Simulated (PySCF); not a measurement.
NH₂OH, optimised at B3LYP/6-31G*:

```xyz
5

N     -0.0079    -0.0797     0.0359
O     -0.9485     0.0013    -1.0612
H      0.0196     0.8783     0.3913
H      0.8894    -0.2136    -0.4351
H     -1.5889    -0.6876    -0.8249
```

Energies from PySCF (xtb for GFN2), thermal terms from the rigid-rotor harmonic-oscillator model, ideal gas at 1 bar. 6-31G* has spherical d functions here. All species are closed-shell singlets. B3LYP is the form with VWN-RPA correlation.

List the harmonic frequencies (cm⁻¹, unscaled) at this level and at the other levels, each on its own geometry.


- B3LYP/6-31G*: 411, 942, 1189, 1348, 1438, 1707, 3413, 3503, 3738
- GFN2-xTB: 244, 1039, 1117, 1217, 1287, 1527, 3313, 3346, 3509
- HF/6-31G*: 452, 1121, 1281, 1483, 1560, 1862, 3713, 3805, 4105
- PBE/def2-SVP: 395, 899, 1116, 1296, 1358, 1606, 3315, 3391, 3686
- PBE0/def2-TZVP: 432, 980, 1152, 1346, 1411, 1678, 3471, 3553, 3856
